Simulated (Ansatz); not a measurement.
Lattice constant a (Å) of solids drawn from the class of intermetallic compounds, at two levels: PBE (plane waves, PAW; Ansatz, an electronic-structure program), and PBE-D3(BJ) (Ansatz, PAW).

```tsv
solid	PBE	PBE-D3(BJ)
CsCl-type CuZn	2.964	2.911
L1₂ (Cu3Au-type) Pt3Ti	3.948	3.904
L1₂ (Cu3Au-type) Ni3Fe	3.544	3.506
fluorite AuAl2	6.061	5.993
L1₂ (Cu3Au-type) Cu3Au	3.780	3.719
antifluorite Mg2Sn	6.816	6.712
L1₂ (Cu3Au-type) Al3Sc	4.106	4.049
L1₂ (Cu3Au-type) Ni3Al	3.567	3.524
CsCl-type PdIn	3.306	3.259
CsCl-type RuAl	3.004	?
```

### Question
Estimate the withheld PBE-D3(BJ) value from the other rows.

### Answer
One way: carry over the typical ratio. The ratios PBE-D3(BJ) / PBE of the other rows, in order: 0.9821, 0.9839, 0.9847, 0.9858, 0.9861, 0.9879, 0.9888, 0.9889, 0.9893; median 0.9861. CsCl-type RuAl: 3.004 × 0.9861 = 2.962 Å; the run gives 2.973 Å. The ratios spread from 0.9821 to 0.9893, so such an estimate is rough. CsCl-type RuAl lies outside that spread.

Of 10 rows, PBE-D3(BJ) is the larger in 0 and the smaller in 10.

Ansatz's runs of these crystals have no spin polarisation, but for L1₂ (Cu3Au-type) Ni3Fe, L1₂ (Cu3Au-type) Ni3Al.

Density-functional runs with spin start from parallel moments for L1₂ (Cu3Au-type) Ni3Fe, parallel moments for L1₂ (Cu3Au-type) Ni3Al.

Spin–orbit coupling is left out, also for the solids with elements from indium on (L1₂ (Cu3Au-type) Pt3Ti, fluorite AuAl2, L1₂ (Cu3Au-type) Cu3Au, antifluorite Mg2Sn, CsCl-type PdIn); its size isn't shown.

Caveats: the gap of the solid is closed in this run (antifluorite Mg2Sn). Ansatz's density-functional and Hartree–Fock values are scalar-relativistic unless marked +SOC, with PAW data made under PBE.
